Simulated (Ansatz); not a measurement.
```yaml
crystal:
  periodic: [false, false, false]
  atoms:
    - {symbol: N, position_ang: [0.015669, 0.023404, 0.017945]}
    - {symbol: H, position_ang: [-0.007581, -0.027763, 1.042884]}
basis:
  gaussian: {orbitals: aug-pcseg-2, point_charges: [{charge: 2.00, position_ang: [3.398, 0.920, 0.225]}]}
magnetization: {spin_polarized: true, initial_magnetization: 2}
hamiltonian: {xc: {name: B97M-V}}
scf: {max_iter: 3}
output: {forces: true}
```

```sh
$ ansatz run in.yaml --threads 2 --pin off --events-out ev --progress --plain --max-ram 22528MiB --backend cpu
```

It prints (some lines left out):

```
Error: invalid value for `basis.gaussian`: such a run doesn't read scf.max_iter; remove what it names
```

In this input the input holds a key that doesn't belong there. The input was rejected before any iteration.
